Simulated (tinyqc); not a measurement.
ROHF in the sto-3g basis, for LiH, spin multiplicity 3, step by step (part 2 of 2). Computed by tinyqc, a small Python program that keeps every step (integrals from PySCF). Command: `OMP_NUM_THREADS=1 python tinyqc.py 24920 24921 out.jsonl` (the two numbers bound the seeds that draw the settings). One thread of a shared host (Intel(R) Xeon(R) Processor @ 2.60GHz), about 0.08 s of CPU time with the checks.

Geometry (angstrom):
```
atom       x       y       z
Li    0.0000  0.0000  0.0000
H     0.0000  0.0000  2.9140
```

## Iteration 3: diagonalisation and new density

effective F (hartree), order 1Li 1s, 1Li 2s, 1Li 2px, 1Li 2py, 1Li 2pz, 2H 1s:
$$\begin{pmatrix}
-2.3473 & -0.6405 & 0.0000 & 0.0000 & -0.0003 & -0.0079 \\
-0.6405 & -0.2138 & 0.0000 & 0.0000 & -0.0041 & -0.0583 \\
0.0000 & 0.0000 & 0.1620 & 0.0000 & 0.0000 & 0.0000 \\
0.0000 & 0.0000 & 0.0000 & 0.1620 & 0.0000 & 0.0000 \\
-0.0003 & -0.0041 & 0.0000 & 0.0000 & 0.1684 & -0.0455 \\
-0.0079 & -0.0583 & 0.0000 & 0.0000 & -0.0455 & -0.0937
\end{pmatrix}$$

X, order 1Li 1s, 1Li 2s, 1Li 2px, 1Li 2py, 1Li 2pz, 2H 1s:
$$\begin{pmatrix}
1.0231 & -0.1266 & 0.0000 & 0.0000 & -0.0021 & 0.0119 \\
-0.1266 & 1.0305 & 0.0000 & 0.0000 & 0.0114 & -0.0723 \\
0.0000 & 0.0000 & 1.0000 & 0.0000 & 0.0000 & 0.0000 \\
0.0000 & 0.0000 & 0.0000 & 1.0000 & 0.0000 & 0.0000 \\
-0.0021 & 0.0114 & 0.0000 & 0.0000 & 1.0170 & -0.1082 \\
0.0119 & -0.0723 & 0.0000 & 0.0000 & -0.1082 & 1.0243
\end{pmatrix}$$

Diagonalise F' = X^T F X, C = X C', fill 3 alpha and 1 beta electrons from the bottom; D(s) = C_occ C_occ^T. Each column has its largest component positive (the first on a tie).

F' = X^T F X (hartree):
$$\begin{pmatrix}
-2.2943 & -0.3542 & 0.0000 & 0.0000 & -0.0028 & 0.0162 \\
-0.3542 & -0.0895 & 0.0000 & 0.0000 & 0.0059 & -0.0488 \\
0.0000 & 0.0000 & 0.1620 & 0.0000 & 0.0000 & 0.0000 \\
0.0000 & 0.0000 & 0.0000 & 0.1620 & 0.0000 & 0.0000 \\
-0.0028 & 0.0059 & 0.0000 & 0.0000 & 0.1831 & -0.0569 \\
0.0162 & -0.0488 & 0.0000 & 0.0000 & -0.0569 & -0.0782
\end{pmatrix}$$

orbital energies (hartree): MO1 -2.3499, MO2 -0.1181, MO3 -0.0071, MO4 0.1620, MO5 0.1620, MO6 0.1962

coefficients C, order 1Li 1s, 1Li 2s, 1Li 2px, 1Li 2py, 1Li 2pz, 2H 1s:
$$\begin{pmatrix}
0.9911 & -0.1295 & -0.2511 & 0.0000 & 0.0000 & -0.0270 \\
0.0346 & 0.4614 & 0.9265 & 0.0000 & 0.0000 & 0.1036 \\
0.0000 & 0.0000 & 0.0000 & 0.1998 & 0.9798 & 0.0000 \\
0.0000 & 0.0000 & 0.0000 & 0.9798 & -0.1998 & 0.0000 \\
0.0007 & 0.0665 & -0.1126 & 0.0000 & 0.0000 & 1.0144 \\
-0.0033 & 0.8192 & -0.5341 & 0.0000 & 0.0000 & -0.3317
\end{pmatrix}$$

D(alpha) after iteration 3, order 1Li 1s, 1Li 2s, 1Li 2px, 1Li 2py, 1Li 2pz, 2H 1s:
$$\begin{pmatrix}
1.0621 & -0.2580 & 0.0000 & 0.0000 & 0.0204 & 0.0248 \\
-0.2580 & 1.0725 & 0.0000 & 0.0000 & -0.0736 & -0.1170 \\
0.0000 & 0.0000 & 0.0000 & 0.0000 & 0.0000 & 0.0000 \\
0.0000 & 0.0000 & 0.0000 & 0.0000 & 0.0000 & 0.0000 \\
0.0204 & -0.0736 & 0.0000 & 0.0000 & 0.0171 & 0.1147 \\
0.0248 & -0.1170 & 0.0000 & 0.0000 & 0.1147 & 0.9564
\end{pmatrix}$$

D(beta) after iteration 3, order 1Li 1s, 1Li 2s, 1Li 2px, 1Li 2py, 1Li 2pz, 2H 1s:
$$\begin{pmatrix}
0.9823 & 0.0343 & 0.0000 & 0.0000 & 0.0007 & -0.0032 \\
0.0343 & 0.0012 & 0.0000 & 0.0000 & 0.0000 & -0.0001 \\
0.0000 & 0.0000 & 0.0000 & 0.0000 & 0.0000 & 0.0000 \\
0.0000 & 0.0000 & 0.0000 & 0.0000 & 0.0000 & 0.0000 \\
0.0007 & 0.0000 & 0.0000 & 0.0000 & 0.0000 & 0.0000 \\
-0.0032 & -0.0001 & 0.0000 & 0.0000 & 0.0000 & 0.0000
\end{pmatrix}$$

Within a degenerate level the vectors are fixed only up to a rotation; this is one choice.

## Iteration 18 (converged): orbitals

converged F (hartree), order 1Li 1s, 1Li 2s, 1Li 2px, 1Li 2py, 1Li 2pz, 2H 1s:
$$\begin{pmatrix}
-2.3462 & -0.6402 & 0.0000 & 0.0000 & -0.0037 & -0.0082 \\
-0.6402 & -0.2091 & 0.0000 & 0.0000 & 0.0098 & -0.0570 \\
0.0000 & 0.0000 & 0.1630 & 0.0000 & 0.0000 & 0.0000 \\
0.0000 & 0.0000 & 0.0000 & 0.1630 & 0.0000 & 0.0000 \\
-0.0037 & 0.0098 & 0.0000 & 0.0000 & 0.1698 & -0.0449 \\
-0.0082 & -0.0570 & 0.0000 & 0.0000 & -0.0449 & -0.1135
\end{pmatrix}$$

As before.

F' = X^T F X (hartree):
$$\begin{pmatrix}
-2.2932 & -0.3546 & 0.0000 & 0.0000 & -0.0080 & 0.0160 \\
-0.3546 & -0.0846 & 0.0000 & 0.0000 & 0.0207 & -0.0478 \\
0.0000 & 0.0000 & 0.1630 & 0.0000 & 0.0000 & 0.0000 \\
0.0000 & 0.0000 & 0.0000 & 0.1630 & 0.0000 & 0.0000 \\
-0.0080 & 0.0207 & 0.0000 & 0.0000 & 0.1846 & -0.0553 \\
0.0160 & -0.0478 & 0.0000 & 0.0000 & -0.0553 & -0.0990
\end{pmatrix}$$

orbital energies (hartree): MO1 -2.3488, MO2 -0.1299, MO3 -0.0127, MO4 0.1630, MO5 0.1630, MO6 0.1992

coefficients C, order 1Li 1s, 1Li 2s, 1Li 2px, 1Li 2py, 1Li 2pz, 2H 1s:
$$\begin{pmatrix}
0.9911 & -0.1043 & -0.2599 & 0.0000 & 0.0000 & -0.0455 \\
0.0346 & 0.3680 & 0.9585 & 0.0000 & 0.0000 & 0.1671 \\
0.0000 & 0.0000 & 0.0000 & 0.9617 & 0.2739 & 0.0000 \\
0.0000 & 0.0000 & 0.0000 & -0.2739 & 0.9617 & 0.0000 \\
0.0019 & 0.0391 & -0.1583 & 0.0000 & 0.0000 & 1.0097 \\
-0.0034 & 0.8775 & -0.4386 & 0.0000 & 0.0000 & -0.3224
\end{pmatrix}$$

D(alpha) after iteration 18, order 1Li 1s, 1Li 2s, 1Li 2px, 1Li 2py, 1Li 2pz, 2H 1s:
$$\begin{pmatrix}
1.0607 & -0.2532 & 0.0000 & 0.0000 & 0.0390 & 0.0191 \\
-0.2532 & 1.0553 & 0.0000 & 0.0000 & -0.1373 & -0.0975 \\
0.0000 & 0.0000 & 0.0000 & 0.0000 & 0.0000 & 0.0000 \\
0.0000 & 0.0000 & 0.0000 & 0.0000 & 0.0000 & 0.0000 \\
0.0390 & -0.1373 & 0.0000 & 0.0000 & 0.0266 & 0.1038 \\
0.0191 & -0.0975 & 0.0000 & 0.0000 & 0.1038 & 0.9624
\end{pmatrix}$$

D(beta) after iteration 18, order 1Li 1s, 1Li 2s, 1Li 2px, 1Li 2py, 1Li 2pz, 2H 1s:
$$\begin{pmatrix}
0.9823 & 0.0343 & 0.0000 & 0.0000 & 0.0019 & -0.0034 \\
0.0343 & 0.0012 & 0.0000 & 0.0000 & 0.0001 & -0.0001 \\
0.0000 & 0.0000 & 0.0000 & 0.0000 & 0.0000 & 0.0000 \\
0.0000 & 0.0000 & 0.0000 & 0.0000 & 0.0000 & 0.0000 \\
0.0019 & 0.0001 & 0.0000 & 0.0000 & 0.0000 & 0.0000 \\
-0.0034 & -0.0001 & 0.0000 & 0.0000 & 0.0000 & 0.0000
\end{pmatrix}$$

Within a degenerate level the vectors are fixed only up to a rotation; this is one choice.

## Convergence

Stop when the energy changes by less than 1e-10 hartree and every element of the error matrix X^T (F D S - S D F) X is below 3e-06.

Course of the cycle:
```
iteration  E (hartree)     change  largest element of the error matrix
1            -7.487886          -                             2.05e-01
2            -7.771494  -2.84e-01                             3.87e-02
3            -7.777319  -5.82e-03                             1.28e-02
4            -7.778683  -1.36e-03                             8.22e-03
5            -7.779093  -4.10e-04                             3.14e-03
6            -7.779203  -1.10e-04                             1.89e-03
7            -7.779234  -3.09e-05                             9.49e-04
8            -7.779243  -8.74e-06                             5.50e-04
9            -7.779245  -2.51e-06                             2.85e-04
10           -7.779246  -7.27e-07                             1.61e-04
11           -7.779246  -2.12e-07                             8.48e-05
12           -7.779246  -6.21e-08                             4.71e-05
13           -7.779246  -1.83e-08                             2.51e-05
14           -7.779246  -5.37e-09                             1.38e-05
15           -7.779246  -1.58e-09                             7.44e-06
16           -7.779246  -4.67e-10                             4.07e-06
17           -7.779246  -1.38e-10                             2.20e-06
18           -7.779246  -4.06e-11                             1.20e-06
```

PySCF ROHF in the same basis = -7.779246 hartree

Converged in 18 iterations.

## Populations, bond orders and dipole

overlap S, order 1Li 1s, 1Li 2s, 1Li 2px, 1Li 2py, 1Li 2pz, 2H 1s:
$$\begin{pmatrix}
1.0000 & 0.2411 & 0.0000 & 0.0000 & 0.0000 & 0.0025 \\
0.2411 & 1.0000 & 0.0000 & 0.0000 & 0.0000 & 0.1343 \\
0.0000 & 0.0000 & 1.0000 & 0.0000 & 0.0000 & 0.0000 \\
0.0000 & 0.0000 & 0.0000 & 1.0000 & 0.0000 & 0.0000 \\
0.0000 & 0.0000 & 0.0000 & 0.0000 & 1.0000 & 0.2080 \\
0.0025 & 0.1343 & 0.0000 & 0.0000 & 0.2080 & 1.0000
\end{pmatrix}$$

Mulliken: Z minus the diagonal of D S on the atom; Loewdin: the same with S^(1/2) D S^(1/2); Mayer order: 2 sum_s sum (D(s) S)_ij (D(s) S)_ji over the two atoms.

Charges (e):
```
atom  Mulliken  Loewdin  Mulliken spin
1Li    -0.0291  -0.0410         1.0290
2H      0.0291   0.0410         0.9710
```

Mayer bond orders:
```
pair   order
2-1   0.0564
```

dipole moment about the origin, x y z (debye): [0.0000, 0.0000, 1.5490]
